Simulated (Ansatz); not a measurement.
**BClS: molecular dynamics**

Aim: follow the molecule's vibrations and see whether its bonds hold. The start is relaxed first. Runs: 377 steps of 2 fs under a Langevin thermostat at 1000 K; 400 steps of 2 fs under a Langevin thermostat at 300 K. SMILES of the start: S=BCl.

All numbers below are computed with Ansatz 0.2.0 (RKS B3LYP-D4/def2-SVP).

## 1. The system as given

Bond lengths: S1–B2 1.610 Å, B2–Cl3 1.638 Å. Angles: S1–B2–Cl3 180.0°.

Coordinates:

```xyz
3

S    -1.0426    1.1578   -0.4412
B    -0.0057    0.0067   -0.0024
Cl    1.0483   -1.1645    0.4436
```

## 2. Preparing the start

input.yaml reads:

```yaml
crystal:
  periodic: [false, false, false]
  atoms:
    - { symbol: S, position_ang: [-1.04262, 1.15783, -0.44121] }
    - { symbol: B, position_ang: [-0.00569, 0.00668, -0.00237] }
    - { symbol: Cl, position_ang: [1.04831, -1.16452, 0.44357] }
basis:
  gaussian: { orbitals: def2-SVP }
hamiltonian:
  xc: b3lyp
  dispersion: d4
relax:
  f_tol: 0.02
  max_steps: 40
scf:
  lower_state_search: "off"
```

Started as:

```bash
$ ansatz run input.yaml --threads 1 --pin off --max-ram 2048MiB --backend cpu --events-out ev --progress --plain --runs-dir out
```

Output, shortened:

```text
Warning: RAYON_NUM_THREADS=1 ignored (pool sized by the plan → 1); use --threads N
[...]
Functional definition: B3LYP
[...]
501 factors; integrals over basis functions are off by at most 3.6e-4 eV
[...]
mean field -24028.88839659 eV, -883.0453612090 hartree, gradient 3.5e-6 eV, S^2 0.000000; 0 other end points of the search recorded, 0 dependent functions left out
[...]
reference -24028.88856905 eV, -883.0453675470 hartree; 19, 19 occupied and 31, 31 virtual orbitals, 501 factors
relax step   1: F+E_penalty+E_count = -24029.01447559 eV  Δ(F+E_penalty+E_count) = +0.000e0 eV  max|allowed force component| = 1.332e0 eV/Å  Δτ_max = 0.0000 Å  (14 SCF iters, accepted)
[...]
relax step   4: F+E_penalty+E_count = -24029.06466395 eV  Δ(F+E_penalty+E_count) = -1.447e-4 eV  max|allowed force component| = 2.611e-2 eV/Å  Δτ_max = 0.0017 Å  (15 SCF iters, accepted)
[...]
relax step   5: F+E_penalty+E_count = -24029.06467605 eV  Δ(F+E_penalty+E_count) = -1.210e-5 eV  max|allowed force component| = 1.161e-4 eV/Å  Δτ_max = 0.0004 Å  (14 SCF iters, accepted)
Total energy: -24029.06484842 eV, -883.0518456945 hartree
Atom 0 at    -1.056650     1.173578    -0.447128 Å, force     0.000096     0.000009     0.000054 eV/Å
Atom 1 at    -0.016669     0.018553    -0.007052 Å, force    -0.000116    -0.000097    -0.000075 eV/Å
Atom 2 at     1.073319    -1.192141     0.454170 Å, force     0.000020     0.000088     0.000021 eV/Å
Dipole moment:     0.219061    -0.243299     0.092697 e Å
Checks for a lower state left out: stability, starts, cluster_reference, orbital_swaps, neighbouring_geometries, increment
```

Run time: 15 s. Hardware: 1 thread of Intel Xeon at 2.50GHz (Skylake/Cascade Lake), shared host; peak memory 0.11 GiB.

Step by step:

```csv
step,energy from step 1 (eV),largest force component (eV/Å)
1,0.0000,1.3324
2,-0.0353,0.6998
3,-0.0500,0.0928
4,-0.0502,0.0261
5,-0.0502,0.0001
```

Step 1 is the start.

After: Bond lengths: S1–B2 1.615 Å, B2–Cl3 1.693 Å. Angles: S1–B2–Cl3 180.0°.

## 3. Run 1

377 steps of 2 fs under a Langevin thermostat at 1000 K, from the relaxed start.

input.yaml reads:

```yaml
crystal:
  periodic: [false, false, false]
  atoms:
    - { symbol: S, position_ang: [-1.05665, 1.173578, -0.447128] }
    - { symbol: B, position_ang: [-0.016669, 0.018553, -0.007052] }
    - { symbol: Cl, position_ang: [1.073319, -1.192141, 0.45417] }
basis:
  gaussian: { orbitals: def2-SVP }
hamiltonian:
  xc: b3lyp
  dispersion: d4
md:
  timestep: 2.0
  n_steps: 377
  ensemble: nvt_langevin
  temperature: 1000.0
  initial_velocities: maxwell_boltzmann
  seed: 397579
  friction: 0.05
scf:
  lower_state_search: "off"
```

Started as:

```bash
$ ansatz run input.yaml --threads 1 --pin off --max-ram 2048MiB --backend cpu --events-out ev --progress --plain --runs-dir out
```

Output, shortened:

```text
Warning: RAYON_NUM_THREADS=1 ignored (pool sized by the plan → 1); use --threads N
[...]
[... 1 set-up line as earlier in the session ...]
[...]
501 factors; integrals over basis functions are off by at most 4.0e-4 eV
[...]
mean field -24028.94002115 eV, -883.0472583768 hartree, gradient 3.8e-6 eV, S^2 0.000000; 0 other end points of the search recorded, 0 dependent functions left out
[...]
reference -24028.94019353 eV, -883.0472647115 hartree; 19, 19 occupied and 31, 31 virtual orbitals, 501 factors
md step     0: t =     0.00 fs  T =   666.7 K  F+E_penalty+E_count = -24029.06467605 eV  E_kin = 0.258520 eV  (14 SCF iters)
[...]
md step    21: t =    42.00 fs  T =  1175.5 K  F+E_penalty+E_count = -24029.01418086 eV  E_kin = 0.455824 eV  (21 SCF iters, 3 dispersion substeps)
[...]
md step    42: t =    84.00 fs  T =   433.5 K  F+E_penalty+E_count = -24028.93692914 eV  E_kin = 0.168085 eV  (22 SCF iters, 3 dispersion substeps)
[...]
md step    63: t =   126.00 fs  T =   335.5 K  F+E_penalty+E_count = -24029.01756608 eV  E_kin = 0.130103 eV  (22 SCF iters, 3 dispersion substeps)
[...]
md step    83: t =   166.00 fs  T =  1076.3 K  F+E_penalty+E_count = -24028.97604243 eV  E_kin = 0.417376 eV  (22 SCF iters, 3 dispersion substeps)
md step    84: t =   168.00 fs  T =  1321.5 K  F+E_penalty+E_count = -24028.95127296 eV  E_kin = 0.512462 eV  (21 SCF iters, 3 dispersion substeps)
```

## 4. The log goes on: dynamics from the start

Output, continued, shortened:

```text
md step    85: t =   170.00 fs  T =   929.4 K  F+E_penalty+E_count = -24028.91297676 eV  E_kin = 0.360398 eV  (22 SCF iters, 3 dispersion substeps)
[...]
md step   112: t =   224.00 fs  T =  1196.9 K  F+E_penalty+E_count = -24028.83088554 eV  E_kin = 0.464133 eV  (22 SCF iters, 3 dispersion substeps)
[...]
md step   139: t =   278.00 fs  T =   994.0 K  F+E_penalty+E_count = -24028.82617722 eV  E_kin = 0.385470 eV  (22 SCF iters, 3 dispersion substeps)
[...]
md step   166: t =   332.00 fs  T =   600.1 K  F+E_penalty+E_count = -24029.04816392 eV  E_kin = 0.232725 eV  (21 SCF iters, 3 dispersion substeps)
[...]
md step   191: t =   382.00 fs  T =   717.8 K  F+E_penalty+E_count = -24028.97079433 eV  E_kin = 0.278345 eV  (16 SCF iters, 3 dispersion substeps)
md step   192: t =   384.00 fs  T =   756.4 K  F+E_penalty+E_count = -24028.96976083 eV  E_kin = 0.293313 eV  (22 SCF iters, 3 dispersion substeps)
```

## 5. More of the same log: dynamics from the start

The log, continued, shortened:

```text
md step   193: t =   386.00 fs  T =   740.1 K  F+E_penalty+E_count = -24028.96387546 eV  E_kin = 0.286997 eV  (22 SCF iters, 3 dispersion substeps)
[...]
md step   216: t =   432.00 fs  T =  1083.7 K  F+E_penalty+E_count = -24028.97902039 eV  E_kin = 0.420243 eV  (21 SCF iters, 3 dispersion substeps)
[...]
md step   239: t =   478.00 fs  T =  1559.5 K  F+E_penalty+E_count = -24028.92857445 eV  E_kin = 0.604752 eV  (22 SCF iters, 3 dispersion substeps)
[...]
md step   262: t =   524.00 fs  T =   756.5 K  F+E_penalty+E_count = -24028.75715905 eV  E_kin = 0.293337 eV  (22 SCF iters, 3 dispersion substeps)
[...]
md step   376: t =   752.00 fs  T =  1351.6 K  F+E_penalty+E_count = -24028.95426043 eV  E_kin = 0.524124 eV  (21 SCF iters, 3 dispersion substeps)
[...]
md step   377: t =   754.00 fs  T =  2086.9 K  F+E_penalty+E_count = -24028.99123990 eV  E_kin = 0.809251 eV  (21 SCF iters, 3 dispersion substeps)
Total energy: -24028.99141362 eV, -883.0491470151 hartree
Atom 0 at    -1.010467     1.161184    -1.263964 Å, force    -0.181350     0.211427    -0.685600 eV/Å
Atom 1 at    -0.174641     0.233834    -0.258034 Å, force    -0.258249     0.270750     0.410706 eV/Å
Atom 2 at     0.512084    -0.538836     1.059970 Å, force     0.439599    -0.482177     0.274893 eV/Å
Dipole moment:     0.171587    -0.190889     0.230020 e Å
Checks for a lower state left out: stability, starts, cluster_reference, orbital_swaps, neighbouring_geometries, increment
```

Run time: 12 min. Hardware: 1 thread of Intel Xeon at 2.50GHz (Skylake/Cascade Lake), shared host; peak memory 0.096 GiB.

## 6. What the atoms did

One step in 19; energies are changes from step 0:

```csv
time (fs),T (K),potential energy change (meV/atom)
0.0,667,0.0
38.0,835,9.2
76.0,438,56.5
114.0,371,6.2
152.0,350,8.0
190.0,688,59.4
228.0,1231,85.1
266.0,388,62.2
304.0,396,23.0
342.0,467,8.0
380.0,465,27.9
418.0,1266,31.5
456.0,1041,83.1
494.0,473,18.6
532.0,1419,60.8
570.0,584,138.4
608.0,2587,43.9
646.0,2382,37.9
684.0,788,20.3
722.0,817,5.5
754.0,2087,24.5
```

time (fs), T (K) and a bar:
```
      0.0        667 #####
     32.0        773 #######
     66.0       1100 ###########
     98.0        894 ########
    132.0        262 
    164.0        658 #####
    196.0       2611 ##############################
    230.0       1682 ##################
    262.0        754 ######
    296.0        322 #
    328.0        442 ##
    360.0        946 #########
    394.0        458 ###
    426.0       1756 ###################
    458.0        729 ######
    492.0        739 ######
    524.0        756 ######
    558.0       1177 ############
    590.0       1071 ##########
    622.0        912 ########
    656.0       1428 ###############
    688.0        854 ########
    722.0        817 #######
    754.0       2087 #######################
```

## 7. Positions and forces

Extended XYZ, with forces in eV/Å:

```xyz
3
time_fs=94.0 T=602 dE=0.1224
S    -1.047    1.250   -0.566   -1.478    1.776   -0.316
B    -0.146    0.037   -0.141    2.095   -2.312    0.081
Cl    0.988   -1.259   -0.016   -0.617    0.536    0.235
3
time_fs=188.0 T=666 dE=0.2054
S    -0.967    1.373   -0.656    1.643   -1.594    0.993
B     0.132    0.168   -0.246   -1.488    1.159   -1.415
Cl    1.149   -1.204   -0.329   -0.155    0.435    0.423
3
time_fs=282.0 T=793 dE=0.2432
S    -1.401    1.198   -0.989    0.822   -0.839    0.951
B    -0.140    0.232   -0.526   -1.734    1.582   -1.422
Cl    1.272   -0.628   -0.693    0.912   -0.743    0.471
3
time_fs=376.0 T=814 dE=0.0477
S    -1.558    1.244   -1.146   -0.066   -0.074    0.286
B    -0.287    0.311   -0.785    0.214    0.087   -0.551
Cl    1.142   -0.603   -0.720   -0.148   -0.014    0.264
3
time_fs=472.0 T=1288 dE=0.2208
S    -1.248    1.395   -1.107   -2.245    2.029   -1.128
B    -0.202    0.335   -0.669    3.604   -2.902    2.081
Cl    1.064   -0.668    0.074   -1.359    0.873   -0.953
3
time_fs=566.0 T=1303 dE=0.2949
S    -1.103    1.295   -1.125    2.796   -1.508    0.797
B     0.256    0.464   -0.505   -2.985    1.400   -0.351
Cl    1.266   -0.404    0.551    0.188    0.108   -0.446
3
time_fs=660.0 T=1221 dE=0.0638
S    -0.606    1.339   -1.250    0.628   -0.390    0.286
B     0.209    0.352   -0.234   -1.035    0.627   -0.451
Cl    0.733   -0.694    0.973    0.407   -0.237    0.164
3
time_fs=754.0 T=2087 dE=0.0734
S    -1.010    1.161   -1.264   -0.181    0.211   -0.686
B    -0.175    0.234   -0.258   -0.258    0.271    0.411
Cl    0.512   -0.539    1.060    0.440   -0.482    0.275
```

On run 1: Against a set 1000 K the second half averages 1105 K with a spread of 557 K. The bonding pattern survives the run.

## 8. Run 2

400 steps of 2 fs under a Langevin thermostat at 300 K, starting from the last frame of an earlier run, with new velocities.

input.yaml reads:

```yaml
crystal:
  periodic: [false, false, false]
  atoms:
    - { symbol: S, position_ang: [-1.010467, 1.161184, -1.263964] }
    - { symbol: B, position_ang: [-0.174641, 0.233834, -0.258034] }
    - { symbol: Cl, position_ang: [0.512084, -0.538836, 1.05997] }
basis:
  gaussian: { orbitals: def2-SVP }
hamiltonian:
  xc: b3lyp
  dispersion: d4
md:
  timestep: 2.0
  n_steps: 400
  ensemble: nvt_langevin
  temperature: 300.0
  initial_velocities: maxwell_boltzmann
  seed: 302653
  friction: 0.01
scf:
  lower_state_search: "off"
```

Started as:

```bash
$ ansatz run input.yaml --threads 1 --pin off --max-ram 2048MiB --backend cpu --events-out ev --progress --plain --runs-dir out
```

Output, shortened:

```text
Warning: RAYON_NUM_THREADS=1 ignored (pool sized by the plan → 1); use --threads N
[...]
[... 1 set-up line as earlier in the session ...]
[...]
501 factors; integrals over basis functions are off by at most 3.3e-4 eV
[...]
mean field -24028.86538098 eV, -883.0445154010 hartree, gradient 1.7e-6 eV, S^2 0.000000; 0 other end points of the search recorded, 0 dependent functions left out
[...]
reference -24028.86555470 eV, -883.0445217851 hartree; 19, 19 occupied and 31, 31 virtual orbitals, 501 factors
md step     0: t =     0.00 fs  T =   200.0 K  F+E_penalty+E_count = -24028.99123983 eV  E_kin = 0.077556 eV  (15 SCF iters)
[...]
md step    21: t =    42.00 fs  T =   334.4 K  F+E_penalty+E_count = -24029.00574539 eV  E_kin = 0.129656 eV  (21 SCF iters, 3 dispersion substeps)
[...]
md step    42: t =    84.00 fs  T =   173.8 K  F+E_penalty+E_count = -24029.04946588 eV  E_kin = 0.067387 eV  (22 SCF iters, 3 dispersion substeps)
[...]
md step    63: t =   126.00 fs  T =   355.8 K  F+E_penalty+E_count = -24029.01094413 eV  E_kin = 0.137970 eV  (15 SCF iters, 3 dispersion substeps)
[...]
md step    83: t =   166.00 fs  T =   244.2 K  F+E_penalty+E_count = -24029.01395444 eV  E_kin = 0.094696 eV  (22 SCF iters, 3 dispersion substeps)
md step    84: t =   168.00 fs  T =   238.4 K  F+E_penalty+E_count = -24029.00072616 eV  E_kin = 0.092437 eV  (22 SCF iters, 3 dispersion substeps)
```

## 9. More of the same log: dynamics from the last frame of an earlier run

Output, continued, shortened:

```text
md step    85: t =   170.00 fs  T =   230.9 K  F+E_penalty+E_count = -24029.00673583 eV  E_kin = 0.089537 eV  (22 SCF iters, 3 dispersion substeps)
[...]
md step   112: t =   224.00 fs  T =   202.2 K  F+E_penalty+E_count = -24028.96020531 eV  E_kin = 0.078394 eV  (21 SCF iters, 3 dispersion substeps)
[...]
md step   139: t =   278.00 fs  T =   321.5 K  F+E_penalty+E_count = -24029.04514581 eV  E_kin = 0.124664 eV  (21 SCF iters, 3 dispersion substeps)
[...]
md step   166: t =   332.00 fs  T =   448.6 K  F+E_penalty+E_count = -24029.03374619 eV  E_kin = 0.173961 eV  (22 SCF iters, 3 dispersion substeps)
[...]
md step   191: t =   382.00 fs  T =   139.7 K  F+E_penalty+E_count = -24028.94436064 eV  E_kin = 0.054177 eV  (15 SCF iters, 3 dispersion substeps)
md step   192: t =   384.00 fs  T =   218.8 K  F+E_penalty+E_count = -24028.95836374 eV  E_kin = 0.084832 eV  (15 SCF iters, 3 dispersion substeps)
```

## 10. The log goes on: dynamics from the last frame of an earlier run

The log, continued, shortened:

```text
md step   193: t =   386.00 fs  T =   299.4 K  F+E_penalty+E_count = -24028.98734166 eV  E_kin = 0.116088 eV  (22 SCF iters, 3 dispersion substeps)
[...]
md step   216: t =   432.00 fs  T =   473.4 K  F+E_penalty+E_count = -24029.01434066 eV  E_kin = 0.183568 eV  (22 SCF iters, 3 dispersion substeps)
[...]
md step   239: t =   478.00 fs  T =   484.2 K  F+E_penalty+E_count = -24029.00656003 eV  E_kin = 0.187762 eV  (22 SCF iters, 3 dispersion substeps)
[...]
md step   262: t =   524.00 fs  T =   410.7 K  F+E_penalty+E_count = -24029.06087011 eV  E_kin = 0.159261 eV  (22 SCF iters, 3 dispersion substeps)
[...]
md step   399: t =   798.00 fs  T =   261.7 K  F+E_penalty+E_count = -24029.01475244 eV  E_kin = 0.101469 eV  (22 SCF iters, 3 dispersion substeps)
[...]
md step   400: t =   800.00 fs  T =   241.5 K  F+E_penalty+E_count = -24029.00050803 eV  E_kin = 0.093644 eV  (22 SCF iters, 3 dispersion substeps)
Total energy: -24029.00068241 eV, -883.0494876370 hartree
Atom 0 at    -1.916009     1.788183    -1.359529 Å, force     0.590906    -0.406158     0.867930 eV/Å
Atom 1 at    -0.728795     1.359503    -0.309693 Å, force    -0.166953     0.478774    -0.897384 eV/Å
Atom 2 at     0.709206     1.065922     0.557639 Å, force    -0.423953    -0.072616     0.029455 eV/Å
Dipole moment:     0.262232    -0.085383     0.215219 e Å
Checks for a lower state left out: stability, starts, cluster_reference, orbital_swaps, neighbouring_geometries, increment
```

Run time: 9.5 min. Hardware: 1 thread of Intel Xeon at 2.50GHz (Skylake/Cascade Lake), shared host; peak memory 0.098 GiB.

## 11. Frames and traces

One step in 21; energies are changes from step 0:

```csv
time (fs),T (K),potential energy change (meV/atom)
0.0,200,0.0
42.0,334,-4.8
84.0,174,-19.4
126.0,356,-6.6
168.0,238,-3.2
210.0,394,-13.2
252.0,329,-16.0
294.0,307,2.3
336.0,515,-14.2
378.0,204,8.4
420.0,196,9.2
462.0,491,-3.5
504.0,353,-1.1
546.0,62,-7.4
588.0,88,-7.0
630.0,207,-2.2
672.0,346,-13.2
714.0,219,-8.0
756.0,79,10.6
798.0,262,-7.8
800.0,241,-3.1
```

time (fs), T (K) and a bar:
```
      0.0        200 ##########
     34.0        460 ##############################
     70.0        226 ############
    104.0        411 ##########################
    140.0        351 ######################
    174.0        269 ################
    208.0        395 #########################
    244.0        342 #####################
    278.0        321 ####################
    314.0        263 ###############
    348.0        367 #######################
    382.0        140 ######
    418.0        181 #########
    452.0        303 ##################
    486.0        348 ######################
    522.0        426 ###########################
    556.0        145 ######
    592.0         62 
    626.0        272 ################
    660.0        160 #######
    696.0        110 ####
    730.0        199 ##########
    766.0        224 ############
    800.0        241 ##############
```

Maxima of the velocity power spectrum (cm⁻¹, relative height; resolution about 83 cm⁻¹): 60 (42), 300 (100), 460 (67), 540 (83), 1460 (78).

## 12. Frames from the trajectory

Extended XYZ, with forces in eV/Å:

```xyz
3
time_fs=100.0 T=340 dE=-0.0502
S    -1.314    1.202   -1.298    0.452   -0.328    0.572
B    -0.470    0.479   -0.102   -0.054   -0.104    0.096
Cl    0.375   -0.316    1.176   -0.397    0.432   -0.668
3
time_fs=200.0 T=402 dE=-0.0462
S    -1.654    1.569   -1.256    0.314   -0.596    0.488
B    -0.793    0.646   -0.216   -0.353    0.847   -0.623
Cl    0.216   -0.140    0.880    0.038   -0.251    0.134
3
time_fs=300.0 T=260 dE=-0.0300
S    -1.846    1.639   -1.478   -0.050   -0.327    0.252
B    -0.965    0.736   -0.458    0.413    0.377   -0.176
Cl    0.195   -0.021    0.533   -0.364   -0.050   -0.076
3
time_fs=400.0 T=406 dE=-0.0493
S    -1.990    1.648   -1.612    0.382   -0.049    0.391
B    -0.839    1.084   -0.610    0.067   -0.366   -0.081
Cl    0.359    0.334    0.365   -0.450    0.414   -0.310
3
time_fs=500.0 T=370 dE=0.0101
S    -1.935    1.789   -1.342    0.706    0.181    0.410
B    -0.641    1.432   -0.409   -1.274   -0.240   -0.763
Cl    0.526    0.697    0.541    0.568    0.059    0.353
3
time_fs=600.0 T=120 dE=-0.0345
S    -1.649    1.950   -1.364    0.051   -0.114    0.436
B    -0.623    1.336   -0.265    0.042    0.132   -0.679
Cl    0.635    0.676    0.653   -0.093   -0.019    0.243
3
time_fs=700.0 T=133 dE=0.0530
S    -1.758    1.978   -1.287    0.039   -0.273    0.690
B    -0.737    1.389   -0.161    0.875    0.113   -0.628
Cl    0.688    0.859    0.659   -0.914    0.161   -0.062
3
time_fs=800.0 T=241 dE=-0.0093
S    -1.916    1.788   -1.359    0.591   -0.406    0.868
B    -0.729    1.359   -0.310   -0.167    0.479   -0.897
Cl    0.709    1.066    0.558   -0.424   -0.073    0.029
```

On run 2: Against a set 300 K the second half averages 255 K with a spread of 121 K. No bond forms or breaks.

## 13. What came out

```
                               quantity                                    value
                relaxation of the start                  4 moves, 0.050 eV lower
                          run 1: length                        377 steps of 2 fs
run 1: temperature, first and last step                           667 and 2087 K
        run 1: temperature, second half          mean 1105 K, from 164 to 2750 K
   run 1: potential energy, second half  +50 meV/atom from this run's first step
          run 1: bonds formed or broken                                        0
                          run 2: length                        400 steps of 2 fs
run 2: temperature, first and last step                            200 and 241 K
        run 2: temperature, second half             mean 255 K, from 50 to 636 K
   run 2: potential energy, second half   -5 meV/atom from this run's first step
          run 2: bonds formed or broken                                        0
```

In words: Mean temperatures of the second halves: 1105 K, 255 K. No bond formed or broke in any run. Averages from a run of 800 fs with 3 atoms are rough.
